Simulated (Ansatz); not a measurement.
# CH5AlS: the cost of one run

Method: RKS r2SCAN-D4/def2-SVP, in Ansatz 0.2.0.

## Step 1: Starting point

Bond lengths: Al1–S2 2.637 Å, Al1–C3 1.925 Å, Al1–H5 1.552 Å, S2–H6 1.330 Å, C3–H7 1.089 Å, C3–H8 1.089 Å. Angles: Al1–S2–H6 91.7°, S2–Al1–C3 83.3°, S2–Al1–H5 117.3°, C3–Al1–H5 159.4°, Al1–C3–H7 120.3°, Al1–C3–H8 122.1°, H7–C3–H8 109.1°.

As a file:

```xyz
8

Al   -1.1343   -0.3745    0.1794
S     0.7416    0.3612    1.8809
C     0.0968    0.3150   -1.1298
H     0.7348    0.5415    0.0858
H    -2.4236   -1.0045    0.7711
H     1.4385   -0.7487    1.6528
H    -0.1181    1.2483   -1.6488
H     0.6644   -0.3382   -1.7915
```

## Step 2: Pulling towards end A

Springs on the bonds that form and break draw the guess towards this end; the thresholds are loose.

Input file input.yaml:

```yaml
crystal:
  periodic: [false, false, false]
  atoms:
    - { symbol: Al, position_ang: [-1.1343, -0.3745, 0.1794] }
    - { symbol: S, position_ang: [0.7416, 0.3612, 1.8809] }
    - { symbol: C, position_ang: [0.0968, 0.315, -1.1298] }
    - { symbol: H, position_ang: [0.7348, 0.5415, 0.0858] }
    - { symbol: H, position_ang: [-2.4236, -1.0045, 0.7711] }
    - { symbol: H, position_ang: [1.4385, -0.7487, 1.6528] }
    - { symbol: H, position_ang: [-0.1181, 1.2483, -1.6488] }
    - { symbol: H, position_ang: [0.6644, -0.3382, -1.7915] }
basis:
  gaussian: { orbitals: def2-SVP }
hamiltonian:
  xc: r2scan
  dispersion: d4
relax:
  f_tol: 0.15
  max_steps: 25
  restrain:
    - { distance: [3, 1], at: 2.66, k: 30.0 }
    - { distance: [0, 1], at: 2.26, k: 30.0 }
    - { distance: [3, 2], at: 1.07, k: 30.0 }
output:
  orbitals: {}
```

Started as:

```console
> ansatz run input.yaml --threads 2 --pin off --max-ram 3072MiB --backend cpu --events-out ev --progress --plain --runs-dir out
```

What time and memory should one allow on 2 threads of Intel Xeon Platinum 8259CL at 2.50GHz (Skylake/Cascade Lake), shared host?

About 20 s, with a peak of 0.18 GiB.
